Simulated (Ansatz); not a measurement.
The same path of CH$_{4}$AlF (7 atoms, charge 0, multiplicity 1) was run 3 times with different band settings. Lost on the way: Al1–C2, Al1–H6. Made: C2–H6.

The calculation used RKS B3LYP/def2-SVP (Ansatz).

Relaxed end points:

```xyz
7
Properties=species:S:1:pos:R:3
Al 0.607 0.048 -0.003
C 1.083 -0.038 1.883
H 0.211 -0.200 2.536
H 1.804 -0.853 2.071
H 1.580 0.895 2.207
H 1.619 0.263 -1.196
F -0.997 -0.115 -0.447
```

```xyz
7
Properties=species:S:1:pos:R:3
Al -2.318 0.010 -1.347
C 1.857 0.035 1.724
H 0.932 -0.068 1.139
H 2.003 -0.858 2.350
H 1.790 0.922 2.371
H 2.715 0.146 1.045
F -1.072 -0.187 -0.231
```

Common settings: spring 5.0 eV/Å²; optimiser quadratic models (default); start path through a guess of the saddle point; force threshold 0.03 eV/Å; end points relaxed.

| run | movable images | climbing image | iteration limit |
| --- | --- | --- | --- |
| 1 | 5 | yes | 60 |
| 2 | 1 | no | 60 |
| 3 | 5 | yes | 6 |

**Question.** What does each run give, and how far can it be trusted?

**Answer.** Run 1: converged after 31 iterations, highest image 3.596 eV above the first end. Neighbouring images differ by up to 3.6 eV, so the band resolves the path poorly. A vibrational analysis at the climbing image gives 2 clearly imaginary modes (1407i, 101i cm⁻¹): a point of higher order. A lower path may pass nearby, or the ends, which weren't checked, may share the extra mode.
Run 2: converged after 23 iterations, highest image 0.421 eV above the first end. No image climbed, so the highest image needn't sit at the top of the path. A band with more images between the same ends climbed to 3.60 eV, so this one has probably stepped over the top. So few images can step over the top or miss a turn of the path.
Run 3: not converged after 6 iterations, highest image 8.135 eV above the first end. The band didn't meet its force threshold, so its energies are provisional: the largest band force was still 40.19 eV/Å, and over the last iterations the top moved between 8.14 and 32.87 eV.
The orbitals stay closed-shell, which can raise the energy where a bond breaks towards radicals; this wasn't checked here.
